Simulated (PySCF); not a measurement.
2-chloro-3-methylbutane, C$_{5}$H$_{11}$Cl

Geometry (Å), atoms numbered from 1 in this order:
```xyz
17

C    -0.6660    2.1833    0.1547
C     0.3638    1.1840    0.6683
C    -0.1586   -0.2442    0.5207
C     1.7158    1.3452   -0.0319
C     2.7832    0.3600    0.3954
Cl    2.3576    3.0167    0.2580
H    -1.6127    2.0841    0.7065
H    -0.8819    2.0079   -0.9126
H    -0.3096    3.2164    0.2630
H     0.5399    1.3823    1.7414
H    -1.1625   -0.3281    0.9630
H    -0.2435   -0.5279   -0.5419
H     0.4840   -0.9832    1.0198
H     1.5676    1.2930   -1.1228
H     2.9248    0.3872    1.4866
H     2.5063   -0.6638    0.1034
H     3.7426    0.6022   -0.0816
```

Method used: TDDFT CAM-B3LYP/def2-TZVPD excited states, vertical, gas phase in PySCF. Geometry: PBE0-D3(BJ)/def2-SVP.

How strongly do the lowest singlets absorb one photon, and two photons of half the energy?

δ for parallel linear polarisation; σ at the peak of a Lorentzian of half width 0.1 eV, single beam; Ω is circular over linear.
```tsv
state	E (eV)	f	photon λ (nm)	δ (au)	σ (GM)	Ω	main
S1	7.15	0.001	347	6.22	0.12	0.80	HOMO→LUMO+1 0.22, HOMO→LUMO+4 0.19
S2	7.18	0.002	345	5.37	0.10	1.41	HOMO−1→LUMO+1 0.23, HOMO−1→LUMO+4 0.18
S3	7.86	0.031	316	29.5	0.67	0.78	HOMO→LUMO 0.46, HOMO→LUMO+1 0.27
S4	7.89	0.027	314	38.9	0.89	1.46	HOMO−1→LUMO 0.47, HOMO−1→LUMO+1 0.24
S5	8.35	0.001	297	14.4	0.37	1.39	HOMO→LUMO+3 0.50, HOMO→LUMO+2 0.33
S6	8.38	0.056	296	43.7	1.12	0.53	HOMO−1→LUMO+3 0.48, HOMO−1→LUMO+2 0.33
```

Among these, the strongest one-photon state is S6, the strongest two-photon state S6, with a dipole change of 3.0 D (relaxed, norm of the difference vector).
